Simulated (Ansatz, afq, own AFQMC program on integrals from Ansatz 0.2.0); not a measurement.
# SiHCl (triplet): quantum Monte Carlo beside coupled cluster at distance Cl1–H2 along a hydrogen transfer = 1.447 Å, cc-pVTZ

How near does AFQMC come to the top of the ladder for SiHCl (triplet)?

Method: cc-pVTZ, frozen cores; program: Ansatz 0.2.0, Gaussian basis, and an in-house AFQMC program (afq) on its integrals; all values are calculated.

To be run: PBE (unrestricted); CCSD(T) on UHF; r2SCAN (unrestricted); PBE0 (unrestricted); B3LYP (unrestricted); CCSDT(Q) on UHF; wB97M-V (unrestricted); B2PLYP (unrestricted); Phaseless AFQMC, CISD trial on UHF.

## (1) What is computed

The geometry derives from fragments relaxed apart (PBE0/def2-TZVP) and kept rigid, so it is no stationary point. A hydrogen atom is moved between rigid fragments.

3 atoms, charge 0, spin multiplicity 3.

Atoms are counted from 1 here; the program's logs count them from 0.

Bond lengths: Cl1–H2 1.447 Å, H2–Si3 1.665 Å. Angles: Cl1–H2–Si3 180.0°.

## (2) PBE (unrestricted)

File in.yaml:

```yaml
crystal:
  periodic: [false, false, false]
  atoms:
    - {symbol: Cl, position_ang: [0.000000, 0.000000, -1.519667]}
    - {symbol: H, position_ang: [0.000000, 0.000000, -0.072667]}
    - {symbol: Si, position_ang: [0.000000, 0.000000, 1.592333]}
basis:
  gaussian: {orbitals: cc-pVTZ}
magnetization: {spin_polarized: true, initial_magnetization: 2}
hamiltonian: {xc: {name: PBE}}
output: {orbitals: {seedname: orbitals}}
```

Run with:

```sh
ansatz run in.yaml --threads 1 --pin off --events-out ev --progress --plain --max-ram 8192MiB --backend cpu
```

Log:

```text
Functional definition: PBE
  name "PBE"
  cite "Perdew, Burke & Ernzerhof, Phys. Rev. Lett. 77, 3865 (1996) doi:10.1103/PhysRevLett.77.3865"
  parent pbe
  parameter kappa = 0.804
  parameter beta = 0.06672455060314922
  exchange = pbe_x(kappa = kappa, mu = beta*pi^2/3)
  correlation = pbe_c(beta = beta)
608 factors; their error is unknown
mean field evaluation 1: about -20403.6604 eV, gradient 1.2e1 eV
mean field evaluation 2: about -20390.8377 eV, gradient 4.2e1 eV
mean field evaluation 4: about -20404.5516 eV, gradient 4.0e0 eV
mean field evaluation 8: about -20404.6171 eV, gradient 8.1e-2 eV
mean field evaluation 16: about -20404.6171 eV, gradient 2.9e-5 eV
mean field evaluation 32: about -20404.6171 eV, gradient 1.0e-3 eV
mean field -20404.61707808 eV, -749.8558468734 hartree, gradient 7.1e-6 eV, S^2 2.004676; 6 other end points of the search recorded, 0 dependent functions left out
reference -20404.61710808 eV, -749.8558479756 hartree; 17, 15 occupied and 65, 67 virtual orbitals, 608 factors
Total energy: -20404.61710808 eV, -749.8558479756 hartree
```

Wall time 4.3 s (1 thread of AMD EPYC 7R13 (Zen 3), shared host); peak memory 1.7 GiB.

From the report: ⟨S²⟩ of the determinant 2.005 (pure triplet: 2.00).

## (3) CCSD(T) on UHF

in.yaml, as its differences from that of step 2:

```diff
@@ -9,3 +9,2 @@
 magnetization: {spin_polarized: true, initial_magnetization: 2}
-hamiltonian: {xc: {name: PBE}}
-output: {orbitals: {seedname: orbitals}}
+correlation: {method: ccsd_t, electrons: outside_noble_gas, hamiltonian_folder: ham}
```

Run with:

```sh
ansatz run in.yaml --threads 1 --pin off --events-out ev --progress --plain --max-ram 24576MiB --backend cuda --devices 0, --max-vram 18GiB
```

Log, shortened:

```text
Functional definition: HF
  name "HF"
  cite "Fock, Z. Phys. 61, 126 (1930) doi:10.1007/BF01340294"
  parent pbe
[...]
487 factors; integrals over basis functions are off by at most 1.3e-3 eV
[...]
mean field -20379.34519904 eV, -748.9271224485 hartree, gradient 8.1e-6 eV, S^2 2.031231; 7 other end points of the search recorded, 0 dependent functions left out
determinant -20379.34519904 eV, -748.9271224485 hartree, with singles and doubles -20387.83966824 eV, -749.2392884336 hartree
determinant -20378.88421973 eV, -748.9101817711 hartree, with singles and doubles -20387.38417997 eV, -749.2225495486 hartree
determinant -20379.34519904 eV, -748.9271224485 hartree, with singles and doubles -20387.77454767 eV, -749.2368952971 hartree
determinant -20378.88421973 eV, -748.9101817711 hartree, with singles and doubles -20387.33119235 eV, -749.2206022896 hartree
10 core orbitals not correlated: weight in the atoms' cores, before any rotation towards them, 1.000 or more for the frozen orbitals, at most 0.000 for the correlated occupied ones
reference -20379.34519904 eV, -748.9271224485 hartree; 7, 5 occupied and 65, 67 virtual orbitals, 487 factors
second order -7.46555390 eV of doubles, -0.00000000 eV of singles
cycle   1  -8.42934652 eV  change    2.1e-6 eV  update   2.9e-6
perturbative correction -0.34877092 eV, -0.0128170949 hartree
Total energy: -20388.12331649 eV, -749.2497123145 hartree
```

Wall time 9.5 s (1 × NVIDIA H100 80GB HBM3 with 1 thread of AMD EPYC 7R13 (Zen 3), shared host); peak host memory 1.7 GiB.

From the report: ⟨S²⟩ of the determinant 2.031 (pure triplet: 2.00); correlation -8.7781 eV; T1 0.014; largest double amplitude 0.06.

This run also writes the integrals to the folder ham.

## (4) r2SCAN (unrestricted)

in.yaml, as its differences from that of step 3:

```diff
@@ -9,2 +9,2 @@
 magnetization: {spin_polarized: true, initial_magnetization: 2}
-correlation: {method: ccsd_t, electrons: outside_noble_gas, hamiltonian_folder: ham}
+hamiltonian: {xc: {name: r2SCAN}}
```

Run with:

```sh
ansatz run in.yaml --threads 1 --pin off --events-out ev --progress --plain --max-ram 8192MiB --backend cpu
```

Log:

```text
Functional definition: r2SCAN
  name "r2SCAN"
  cite "Furness, Kaplan, Ning, Perdew & Sun, J. Phys. Chem. Lett. 11, 8208 (2020) doi:10.1021/acs.jpclett.0c02405"
  cite "Furness, Kaplan, Ning, Perdew & Sun, J. Phys. Chem. Lett. 11, 9248 (2020) doi:10.1021/acs.jpclett.0c03077"
  parent r2scan
  parameter k0 = 0.174
  parameter k1 = 0.065
  parameter a1 = 4.9479
  exchange = r2scan_x(k0 = k0, k1 = k1, a1 = a1)
  correlation = r2scan_c
608 factors; their error is unknown
mean field evaluation 1: about -20411.2473 eV, gradient 1.1e1 eV
mean field evaluation 2: about -20404.7274 eV, gradient 3.0e1 eV
mean field evaluation 4: about -20412.0753 eV, gradient 2.8e0 eV
mean field evaluation 8: about -20412.0923 eV, gradient 1.1e-1 eV
mean field evaluation 16: about -20412.0923 eV, gradient 2.3e-5 eV
mean field evaluation 32: about -20412.0948 eV, gradient 1.6e-1 eV
mean field -20412.09234985 eV, -750.1305580437 hartree, gradient 1.0e-5 eV, S^2 2.009874; 7 other end points of the search recorded, 0 dependent functions left out
reference -20412.09235946 eV, -750.1305583969 hartree; 17, 15 occupied and 65, 67 virtual orbitals, 608 factors
Total energy: -20412.09235946 eV, -750.1305583969 hartree
```

Wall time 11 s (1 thread of AMD EPYC 7R13 (Zen 3), shared host); peak memory 1.7 GiB.

From the report: ⟨S²⟩ of the determinant 2.010 (pure triplet: 2.00).

## (5) PBE0 (unrestricted)

in.yaml, as its differences from that of step 4:

```diff
@@ -9,2 +9,3 @@
 magnetization: {spin_polarized: true, initial_magnetization: 2}
-hamiltonian: {xc: {name: r2SCAN}}
+hamiltonian: {xc: {name: PBE0}}
+output: {orbitals: {seedname: orbitals}}
```

Launched as before.

Log:

```text
Functional definition: PBE0
  name "PBE0"
  cite "Adamo & Barone, J. Chem. Phys. 110, 6158 (1999) doi:10.1063/1.478522"
  cite "Perdew, Burke & Ernzerhof, Phys. Rev. Lett. 77, 3865 (1996) doi:10.1103/PhysRevLett.77.3865"
  parent pbe
  parameter a = 0.25
  parameter kappa = 0.804
  parameter beta = 0.06672455060314922
  exchange = (1 - a)*pbe_x(kappa = kappa, mu = beta*pi^2/3) + a*exact_x
  correlation = pbe_c(beta = beta)
643 factors; their error is unknown
mean field evaluation 1: about -20405.3242 eV, gradient 1.0e1 eV
mean field evaluation 2: about -20404.8694 eV, gradient 1.4e1 eV
mean field evaluation 4: about -20406.1420 eV, gradient 8.7e-1 eV
mean field evaluation 8: about -20406.2572 eV, gradient 1.8e-1 eV
mean field evaluation 16: about -20406.2573 eV, gradient 3.3e-5 eV
mean field -20406.25725881 eV, -749.9161224034 hartree, gradient 8.9e-6 eV, S^2 2.007713; 1 other end points of the search recorded, 0 dependent functions left out
reference -20406.25728150 eV, -749.9161232372 hartree; 17, 15 occupied and 65, 67 virtual orbitals, 643 factors
Total energy: -20406.25728150 eV, -749.9161232372 hartree
```

Wall time 3.2 s (1 thread of AMD EPYC 7R13 (Zen 3), shared host); peak memory 1.7 GiB.

From the report: ⟨S²⟩ of the determinant 2.008 (pure triplet: 2.00).

## (6) B3LYP (unrestricted)

in.yaml, as its differences from that of step 5:

```diff
@@ -9,3 +9,2 @@
 magnetization: {spin_polarized: true, initial_magnetization: 2}
-hamiltonian: {xc: {name: PBE0}}
-output: {orbitals: {seedname: orbitals}}
+hamiltonian: {xc: {name: B3LYP}}
```

Same command.

Log, shortened:

```text
Functional definition: B3LYP
  name "B3LYP"
  cite "Stephens, Devlin, Chabalowski & Frisch, J. Phys. Chem. 98, 11623 (1994) doi:10.1021/j100096a001"
  cite "Becke, Phys. Rev. A 38, 3098 (1988) doi:10.1103/PhysRevA.38.3098"
  cite "Lee, Yang & Parr, Phys. Rev. B 37, 785 (1988) doi:10.1103/PhysRevB.37.785"
  cite "Vosko, Wilk & Nusair, Can. J. Phys. 58, 1200 (1980) doi:10.1139/p80-159"
[...]
632 factors; their error is unknown
[...]
mean field -20414.75777732 eV, -750.2285106968 hartree, gradient 1.0e-5 eV, S^2 2.005584; 2 other end points of the search recorded, 0 dependent functions left out
reference -20414.75797443 eV, -750.2285179402 hartree; 17, 15 occupied and 65, 67 virtual orbitals, 632 factors
Total energy: -20414.75797443 eV, -750.2285179402 hartree
```

It took 3.2 s on 1 thread of AMD EPYC 7R13 (Zen 3), shared host; peak memory 1.7 GiB.

From the report: ⟨S²⟩ of the determinant 2.006 (pure triplet: 2.00).

## (7) CCSDT(Q) on UHF

in.yaml, as its differences from that of step 6:

```diff
@@ -9,2 +9,2 @@
 magnetization: {spin_polarized: true, initial_magnetization: 2}
-hamiltonian: {xc: {name: B3LYP}}
+correlation: {method: ccsdt_q, electrons: outside_noble_gas}
```

Run with:

```sh
ansatz run in.yaml --threads 1 --pin off --events-out ev --progress --plain --max-ram 24576MiB --backend cuda --devices 0, --max-vram 18GiB
```

Log, shortened:

```text
Functional definition: HF
  name "HF"
  cite "Fock, Z. Phys. 61, 126 (1930) doi:10.1007/BF01340294"
  parent pbe
[...]
937 factors; integrals over basis functions are off by at most 2.0e-7 eV
[...]
mean field -20379.34521601 eV, -748.9271230721 hartree, gradient 5.7e-6 eV, S^2 2.031231; 7 other end points of the search recorded, 0 dependent functions left out
determinant -20379.34521601 eV, -748.9271230721 hartree, with singles and doubles -20387.83970205 eV, -749.2392896761 hartree
determinant -20378.88423028 eV, -748.9101821589 hartree, with singles and doubles -20387.38420559 eV, -749.2225504899 hartree
determinant -20379.34521601 eV, -748.9271230721 hartree, with singles and doubles -20387.77456092 eV, -749.2368957838 hartree
determinant -20378.88423028 eV, -748.9101821589 hartree, with singles and doubles -20387.33119992 eV, -749.2206025675 hartree
10 core orbitals not correlated: weight in the atoms' cores, before any rotation towards them, 1.000 or more for the frozen orbitals, at most 0.000 for the correlated occupied ones
reference -20379.34521601 eV, -748.9271230721 hartree; 7, 5 occupied and 65, 67 virtual orbitals, 937 factors
second order -7.46557675 eV of doubles, -0.00000000 eV of singles
cycle   1  -8.13165275 eV  change   -6.7e-1 eV  update   8.6e-2
[...]
cycle  19  -8.81515579 eV  change   -5.5e-7 eV  update   1.1e-6
perturbative correction -0.01772582 eV, -0.0006514120 hartree
Total energy: -20388.17809763 eV, -749.2517254844 hartree
```

Run time: 21 s. Hardware: 1 × NVIDIA H100 80GB HBM3 with 1 thread of AMD EPYC 7R13 (Zen 3), shared host; peak host memory 1.7 GiB.

From the report: ⟨S²⟩ of the determinant 2.031 (pure triplet: 2.00); correlation -8.8329 eV; T1 0.015; largest double amplitude 0.07.

## (8) wB97M-V (unrestricted)

in.yaml, as its differences from that of step 7:

```diff
@@ -9,2 +9,3 @@
 magnetization: {spin_polarized: true, initial_magnetization: 2}
-correlation: {method: ccsdt_q, electrons: outside_noble_gas}
+hamiltonian: {xc: {name: wB97M-V}}
+output: {orbitals: {seedname: orbitals}}
```

Run with:

```sh
ansatz run in.yaml --threads 1 --pin off --events-out ev --progress --plain --max-ram 8192MiB --backend cpu
```

Log, shortened:

```text
Functional definition: wB97M-V
  name "wB97M-V"
  cite "Mardirossian & Head-Gordon, J. Chem. Phys. 144, 214110 (2016) doi:10.1063/1.4952647"
  cite "Becke, J. Chem. Phys. 107, 8554 (1997) doi:10.1063/1.475007"
  cite "Vydrov & Van Voorhis, J. Chem. Phys. 133, 244103 (2010) doi:10.1063/1.3521275"
  # Of w^i u^j: cxij and so on, Table III.
[...]
  gx(w, u) = 1 - cx + cx01*u + cx10*w
  gss(w, u) = css00 + css04*u^4 + css10*w + css20*w^2 + css43*w^4*u^3
  gos(w, u) = cos00 + cos10*w + (cos20 + cos21*u)*w^2 + (cos60 + cos61*u)*w^6
[...]
      + integral(e_c_pw_mod_opposite_spin*gos(b97_w_opposite, b97_u_opposite)) + vv10(b, c)
620 factors; their error is unknown
113 factors; integrals over basis functions are off by at most 1.3e-4 eV
[...]
mean field -20412.32831214 eV, -750.1392294980 hartree, gradient 1.5e-5 eV, S^2 2.004380; 1 other end points of the search recorded, 0 dependent functions left out
reference -20412.32834290 eV, -750.1392306286 hartree; 17, 15 occupied and 65, 67 virtual orbitals, 620 factors
Total energy: -20412.32834290 eV, -750.1392306286 hartree
```

Wall time 13 s (1 thread of AMD EPYC 7R13 (Zen 3), shared host); peak memory 1.7 GiB.

From the report: ⟨S²⟩ of the determinant 2.004 (pure triplet: 2.00).

## (9) B2PLYP (unrestricted)

in.yaml, as its differences from that of step 8:

```diff
@@ -9,3 +9,3 @@
 magnetization: {spin_polarized: true, initial_magnetization: 2}
-hamiltonian: {xc: {name: wB97M-V}}
-output: {orbitals: {seedname: orbitals}}
+hamiltonian: {xc: {name: B2PLYP}}
+correlation: {electrons: outside_noble_gas}
```

The command is unchanged.

Log, shortened:

```text
Functional definition: B2PLYP
  name "B2PLYP"
  cite "Grimme, J. Chem. Phys. 124, 034108 (2006) doi:10.1063/1.2148954"
  cite "Becke, Phys. Rev. A 38, 3098 (1988) doi:10.1103/PhysRevA.38.3098"
  cite "Lee, Yang & Parr, Phys. Rev. B 37, 785 (1988) doi:10.1103/PhysRevB.37.785"
[...]
487 factors; integrals over basis functions are off by at most 1.3e-3 eV
[...]
mean field -20404.36899434 eV, -749.8467299638 hartree, gradient 9.8e-6 eV, S^2 2.013177; 2 other end points of the search recorded, 0 dependent functions left out
10 core orbitals not correlated: weight in the atoms' cores, before any rotation towards them, 1.000 or more for the frozen orbitals, at most 0.000 for the correlated occupied ones
reference -20404.36912004 eV, -749.8467345832 hartree; 7, 5 occupied and 65, 67 virtual orbitals, 487 factors
second order -9.22185632 eV of doubles, -0.00000000 eV of singles
Total energy: -20406.85902124 eV, -749.9382367648 hartree
```

It took 3.6 s on 1 thread of AMD EPYC 7R13 (Zen 3), shared host; peak memory 1.7 GiB.

From the report: ⟨S²⟩ of the determinant 2.013 (pure triplet: 2.00).

## (10) Phaseless AFQMC, CISD trial on UHF

It reads the integrals that the CCSD(T) run on this determinant wrote.

Run with:

```sh
afq ham --method phaseless --trial cisd --walkers 2700 --populations 20 --least-time 60 --time-step 0.005 --steps-per-block 50 --equilibration-blocks 28 --max-blocks 4000 --target-error 0.00021 --factor-cut 1e-05 --start spin_pure --seed 519 --release-times 0.24,0.51,0.99,1.62,2.4 --release-step 0.03 --release-every 3 --taylor-order 6
```

Log:

```text
orbitals 72  electrons 7 5  factors 470 of 487
reference energy -748.92712245 Eh
CCSD correlation -0.30977285 Eh in 12 cycles, weight of the determinant in the CISD state 0.8556
energy of the start -749.235469 Eh
 block  time / (1/Eh)  mean weight  energy / Eh
     1     0.250  0.9999  -749.231705
     2     0.500  0.9997  -749.235659
     3     0.750  1.0001  -749.239515
     4     1.000  0.9998  -749.242794
     5     1.250  1.0000  -749.244644
     6     1.500  1.0003  -749.246895
     7     1.750  1.0000  -749.248447
     8     2.000  0.9998  -749.250255
     9     2.250  0.9999  -749.249837
    10     2.500  0.9997  -749.250114
    11     2.750  1.0000  -749.249175
    13     3.250  1.0002  -749.250859
    15     3.750  1.0001  -749.250627
    17     4.250  0.9999  -749.251887
    19     4.750  1.0002  -749.251762
    21     5.250  0.9995  -749.250372
    23     5.750  1.0001  -749.250376
    25     6.250  0.9999  -749.251047
    27     6.750  0.9998  -749.252317
    29     7.250  1.0000  -749.249411
    31     7.750  0.9999  -749.250881
    33     8.250  0.9995  -749.251114
    35     8.750  1.0002  -749.251020
    37     9.250  1.0000  -749.251299
    39     9.750  1.0003  -749.250930
    41    10.250  0.9998  -749.251458
    43    10.750  1.0000  -749.251042
    45    11.250  0.9997  -749.250537
    47    11.750  0.9997  -749.251276
    49    12.250  0.9997  -749.250984
    51    12.750  1.0005  -749.251298
    53    13.250  1.0003  -749.252380
    55    13.750  1.0005  -749.252610
    57    14.250  1.0000  -749.251944
    59    14.750  1.0004  -749.252037
    61    15.250  0.9999  -749.251704
    63    15.750  1.0003  -749.250555
    65    16.250  1.0003  -749.250909
    67    16.750  1.0001  -749.250862
    69    17.250  0.9994  -749.251474
    71    17.750  0.9998  -749.250052
    73    18.250  1.0005  -749.250110
    75    18.750  0.9997  -749.251636
    77    19.250  1.0001  -749.251686
    79    19.750  1.0000  -749.250718
    81    20.250  1.0008  -749.249757
    83    20.750  1.0000  -749.251236
    85    21.250  0.9997  -749.252087
    87    21.750  0.9997  -749.251392
    89    22.250  1.0002  -749.252436
    91    22.750  1.0000  -749.250211
    93    23.250  1.0000  -749.251837
    95    23.750  1.0000  -749.250187
    97    24.250  0.9999  -749.250087
error from the spread of 20 populations
released: time / (1/Eh)  energy / Eh  error  mean overlap
  0.24  -749.251337  0.000176  0.9987
  0.51  -749.251474  0.000160  0.9968
  0.99  -749.251408  0.000117  0.9979
  1.62  -749.251609  0.000161  0.9836
  2.40  -749.252076  0.000293  0.9716
energy -749.251088 +/- 0.000202 Eh
```

Wall time 99 s (1 × NVIDIA H100 80GB HBM3 with 2 threads of AMD EPYC 7R13 (Zen 3), shared host); peak host memory 1.7 GiB.

Energy -20388.1608 ± 0.0055 eV. Caveats: constraint bias not in the error.

## (11) AFQMC on the ladder

On the UHF determinant, counted from CCSDT(Q) (a yardstick, not exact):

```tsv
level	energy (eV)	from CCSDT(Q) (kJ/mol)	statistical error (kJ/mol)	time
HF	-20379.3452	+852.2		
MP2	-20386.8108	+131.9		
CCSD	-20387.7745	+38.9		
CCSD(T)	-20388.1233	+5.3		
CCSDT(Q)	-20388.1781	0.0		
Phaseless AFQMC, CISD trial, step 0.005, 2700 walkers	-20388.1608	+1.7	0.5	99 s
```

The functionals' totals stand on their own zeros and serve differences with other points: PBE -20404.617 eV; r2SCAN -20412.092 eV; PBE0 -20406.257 eV; B3LYP -20414.758 eV; wB97M-V -20412.328 eV; B2PLYP -20406.859 eV.

## (12) Summary of results

```
                                        quantity              value
                    CCSD(T) on UHF from CCSDT(Q)        +5.3 kJ/mol
Phaseless AFQMC, CISD trial on UHF from CCSDT(Q)  +1.7 ± 0.5 kJ/mol
```

On UHF the phaseless walk with the CISD trial lies +1.7 kJ/mol from CCSDT(Q), 3 times its error bar. Error bars are statistical and leave out the constraint, the time step and what remains of the start.
